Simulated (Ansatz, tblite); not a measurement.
# The cluster SiSe₂: one state, many levels

An exercise on one series of results from a longer session: the logs are not shown, and one member is left open.

Program: Ansatz 0.2.0, Gaussian basis. Level of theory: as each input shows. These are calculated values, not measurements.

Plan: GFN1-xTB, GFN2-xTB, PBE-D4/def2-TZVP, r2SCAN-D4/def2-TZVP, LDA/def2-TZVP, CAM-B3LYP-D4/def2-TZVP, r2SCAN0-D4/def2-TZVP, BHLYP-D4/def2-TZVP, revPBE-D4/def2-TZVP, PBE-D4/def2-SVP, PBE0-D4/def2-SVP, HF/6-31G, B3LYP-D4/6-31G, PBE0-D4/def2-TZVPD, PBE-D4/def2-TZVPD, r2SCAN-D4/def2-TZVPD, CCSD(T)/def2-TZVPP, MP2/def2-TZVP, RPA/def2-TZVP.

## The geometry

The singlet was relaxed beforehand with PBE-D4/def2-TZVP. At that level it is the lowest of the isomers that a small search found.

3 atoms, charge 0, spin multiplicity 1.

Bond lengths: Si1–Se2 2.074 Å, Si1–Se3 2.074 Å. Angles: Se2–Si1–Se3 180.0°.

PBE0-D4/def2-TZVP was run before; its log isn't repeated, and its numbers join the tables.

Set-up of the first run:

Tight binding, by tblite at 300 K electronic temperature and without a spin-polarisation term:

```python
tblite.interface.Calculator('GFN1-xTB', numbers, positions, charge=0, uhf=0).singlepoint()
```

Tight binding, by tblite at 300 K electronic temperature and without a spin-polarisation term:

```python
tblite.interface.Calculator('GFN2-xTB', numbers, positions, charge=0, uhf=0).singlepoint()
```

start.molden holds the orbitals of an earlier run on this state, given as this run's starting guess.

in.yaml

```yaml
crystal:
  periodic: [false, false, false]
  atoms:
    - {symbol: Si, position_ang: [0.000014, -0.000002, 0.000004]}
    - {symbol: Se, position_ang: [-0.070747, -0.141252, 2.067844]}
    - {symbol: Se, position_ang: [0.070723, 0.141255, -2.067838]}
basis:
  gaussian: {orbitals: def2-TZVP, initial_orbitals: start.molden}
hamiltonian: {xc: pbe, dispersion: d4}
scf: {omitted_lower_state_checks: [starts]}
output: {forces: true, orbitals: {seedname: orbitals}}
```

On the command line:

```
ansatz run in.yaml --threads 4 --pin off --events-out ev --progress --plain --max-ram 3916MiB
```

Among the steps run: PBE-D4/def2-TZVP; r2SCAN-D4/def2-TZVP; LDA/def2-TZVP; CAM-B3LYP-D4/def2-TZVP; r2SCAN0-D4/def2-TZVP; BHLYP-D4/def2-TZVP; revPBE-D4/def2-TZVP; PBE-D4/def2-SVP; PBE0-D4/def2-SVP; HF/6-31G; B3LYP-D4/6-31G; PBE0-D4/def2-TZVPD; PBE-D4/def2-TZVPD; r2SCAN-D4/def2-TZVPD; CCSD(T)/def2-TZVPP; MP2/def2-TZVP; RPA/def2-TZVP.

One of the session's tables, all rows but one given; the rest of the session is left out.

```
                 level  HOMO (eV)  LUMO (eV)  gap (eV)
              HF/6-31G      -9.69       0.15      9.84
         LDA/def2-TZVP      -6.73      -3.51      3.22
       PBE-D4/def2-SVP      -6.46      -3.10      3.36
      PBE-D4/def2-TZVP      -6.56      -3.26      3.30
     PBE-D4/def2-TZVPD      -6.58      -3.32      3.26
   revPBE-D4/def2-TZVP      -6.51      -3.17      3.34
   r2SCAN-D4/def2-TZVP      -6.85      -3.10      3.75
  r2SCAN-D4/def2-TZVPD      -6.86      -3.13      3.72
        B3LYP-D4/6-31G      -7.26      -2.70      4.56
      PBE0-D4/def2-SVP      -7.54      -2.34      5.19
     PBE0-D4/def2-TZVP      -7.60      -2.46      5.15
    PBE0-D4/def2-TZVPD      -7.61      -2.53      5.09
  r2SCAN0-D4/def2-TZVP          ?          ?         ?
    BHLYP-D4/def2-TZVP      -8.44      -1.53      6.91
CAM-B3LYP-D4/def2-TZVP      -8.73      -1.42      7.31
```

Estimate the missing values for r2SCAN0-D4/def2-TZVP.

The run gave: HOMO (eV): -7.79; LUMO (eV): -2.38; gap (eV): 5.41. In the column «HOMO (eV)» it lies between BHLYP-D4/def2-TZVP (-8.44) and PBE0-D4/def2-TZVPD (-7.61).
